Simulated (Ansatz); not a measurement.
**MgSi (singlet): from Hartree-Fock to the top rungs at distance Si1–Mg2 = 6.695 Å, cc-pVDZ**

The task here is to estimate one member of a computed series from the others.

Computed with Ansatz 0.2.0, Gaussian basis. Level: cc-pVDZ, core rule «outside noble gas», up to 10 orbitals frozen.

The runs, in order: UHF; CCSD(T) on RHF; CCSD(T) on UHF; BCCD(T) on RHF; CISD; CCSDT(Q) on RHF; CCSDT(Q) on UHF; CCSDTQ on RHF; CASSCF and MRCISD+Q, 2 electrons in 2 orbitals; CASSCF and NEVPT2, 2 electrons in 2 orbitals; CASSCF and MRCISD+Q, 6 electrons in 8 orbitals; CASSCF and NEVPT4(SD), 6 electrons in 8 orbitals; CASSCF and NEVPT2, 6 electrons in 8 orbitals; Full CI.

40 further runs of the same task are left out: 24 for a known fault of the program, 11 that didn't finish, 5 set aside as unsound or not needed.

### The geometry

The geometry derives from a PBE0/def2-TZVP stationary point (not a proven minimum). One bond is set to the value named and the two fragments are kept rigid.

2 atoms, charge 0, spin multiplicity 1.

Atoms are counted from 1 here; the program's logs count them from 0.

No contacts short enough for the rule that draws bonds.

Set-up of the first run:

Contents of in.yaml:

```yaml
crystal:
  periodic: [false, false, false]
  atoms:
    - {symbol: Si, position_ang: [0.000000, 0.000000, 0.000000]}
    - {symbol: Mg, position_ang: [0.000000, 0.000000, 6.695000]}
basis:
  gaussian: {orbitals: cc-pVDZ}
magnetization: {spin_polarized: true, initial_magnetization: 0}
hamiltonian: {xc: hf}
output: {orbitals: {seedname: orbitals}}
```

On the command line:

```console
ansatz run in.yaml --threads 1 --pin off --events-out ev --progress --plain --max-ram 2393MiB
```

Steps of the session up to this table: UHF; CCSD(T) on RHF; CCSD(T) on UHF; BCCD(T) on RHF; CISD; CCSDT(Q) on RHF; CCSDT(Q) on UHF; CCSDTQ on RHF; CASSCF and MRCISD+Q, 2 electrons in 2 orbitals; CASSCF and NEVPT2, 2 electrons in 2 orbitals; CASSCF and MRCISD+Q, 6 electrons in 8 orbitals; CASSCF and NEVPT4(SD), 6 electrons in 8 orbitals; CASSCF and NEVPT2, 6 electrons in 8 orbitals; Full CI.

One of the session's tables, all rows but one given; the rest of the session is left out.

```
   method  from FCI (kcal/mol)
      RHF               +78.03
     RMP2               +30.14
     CISD               +12.26
    RCCSD                +3.56
 RCCSD(T)                +1.78
  BCCD(T)                +1.82
   RCCSDT                    ?
RCCSDT(Q)                +0.65
  RCCSDTQ                 0.00
      FCI                    0
```

Estimate the missing values for RCCSDT.

The run gave: from FCI (kcal/mol): +1.48. In the column «from FCI (kcal/mol)» it lies between RCCSDT(Q) (+0.65) and RCCSD(T) (+1.78).

Left out of the table: CASSCF pair, NEVPT2 pair, MRCISD pair, MRCISD+Q pair, CASSCF valence, NEVPT2 valence, NEVPT4(SD) valence, MRCISD valence, MRCISD+Q valence (the active space lost an orbital or holds another state than full CI finds).

Caveats from the session: Left out of the table: UHF, UMP2, UCCSD, UCCSD(T), UCCSDT, UCCSDT(Q) (another determinant or state than the rows shown).
